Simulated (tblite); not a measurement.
System: HF2 (anion, charge -1), singlet: collinear F-H-F surface. Scanned: F-H distance and H-F distance.

Calculation: GFN2-xTB, 300 K electronic temperature (tblite).

Energy in kJ/mol above the lowest grid point; x is the F-H distance (Å), y the H-F distance (Å).

```
y \ x   0.81   0.89   0.97   1.05   1.14   1.24   1.34   1.46   1.63   1.83   2.09   2.46   2.75
-----  -----  -----  -----  -----  -----  -----  -----  -----  -----  -----  -----  -----  -----
2.75   182.2  130.1  125.5  143.5  174.1  207.3  232.9  258.3  291.0  325.4  360.7  392.1  405.0
2.46   171.8  118.8  113.2  129.8  158.3  189.6  215.4  241.9  276.0  311.3  347.3  379.1  392.1
2.09   153.8   98.2   89.6  102.7  126.5  153.6  178.1  205.1  240.7  277.4  314.5  347.3  360.7
1.83   137.5   77.8   65.0   73.5   92.5  115.6  138.2  164.8  201.1  239.1  277.4  311.3  325.4
1.63   125.3   60.3   42.1   45.6   59.8   79.2   99.8  125.7  162.3  201.1  240.7  276.0  291.0
1.46   121.3   48.9   24.1   21.9   31.1   46.6   64.9   89.5  125.7  164.8  205.1  241.9  258.3
1.34   128.1   47.8   16.5    9.2   13.9   26.1   42.1   64.9   99.8  138.2  178.1  215.4  232.9
1.24   144.3   55.1   16.6    3.8    4.0   12.6   26.1   46.6   79.2  115.6  153.6  189.6  207.3
1.14   174.5   73.1   25.3    5.5    0.0    4.0   13.9   31.1   59.8   92.5  126.5  158.3  174.1
1.05   221.9  105.5   46.2   17.9    5.5    3.8    9.2   21.9   45.6   73.5  102.7  129.8  143.5
0.97   292.6  157.8   84.8   46.2   25.3   16.6   16.5   24.1   42.1   65.0   89.6  113.2  125.5
0.89   408.9  249.2  157.8  105.5   73.1   55.1   47.8   48.9   60.3   77.8   98.2  118.8  130.1
0.81   602.4  408.9  292.6  221.9  174.5  144.3  128.1  121.3  125.3  137.5  153.8  171.8  182.2
```

Points that lie below all their neighbours on the grid: x = 1.14, y = 1.14 (0.0 kJ/mol).
